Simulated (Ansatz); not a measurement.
# Worked example: ideal-gas entropy of HNCO (isocyanic acid)

A singlet with charge 0, relaxed at wB97M-V/def2-TZVPD (Ansatz 0.2.0):

```xyz
4

N     0.5052   -0.3957   -0.4310
C    -0.4613    0.1586    0.0433
O    -1.4575    0.6464    0.3875
H     1.4135   -0.4093    0.0002
```

Harmonic wavenumbers in cm⁻¹: 568, 646, 805, 1351, 2335, 3686.

Masses in u: N 14.007, C 12.011, O 15.999, H 1.008. Take T = 298.15 K, p = 1 bar, R = 8.3145 J/(mol K), kT/hc = 207.22 cm⁻¹, rigid rotor and harmonic oscillator.

Q: Compute the standard molar entropy.

A: 
1. Translation (Sackur–Tetrode): S = R[3/2 ln M + 5/2 ln T − 1.1517] with M = 43.025 gives 155.8 J/(mol K).
2. Rotation: principal moments 0.593, 45.351, 45.944 u Å² give A, B, C = 28.4274, 0.3717, 0.3669 cm⁻¹; the symmetry number is σ = 1; q = (√π/σ)√((kT/hc)³/ABC) = 2685; S = R(ln q + 3/2) = 78.1.
3. Vibration: with u = ν̃/207.22, each mode gives R[u/(eᵘ − 1) − ln(1 − e⁻ᵘ)]; the sum is 4.6, most from 568 cm⁻¹ (2.1), 646 cm⁻¹ (1.6), 805 cm⁻¹ (0.9).
4. Electronic: R ln 1 = 0.0, from the spin multiplicity alone.
5. Sum: 155.8 + 78.1 + 4.6 + 0.0 = 238.5 J/(mol K).

The tabulated value is 238.0 J/(mol K) (CRC Handbook of Chemistry and Physics): the model is off by +0.5.
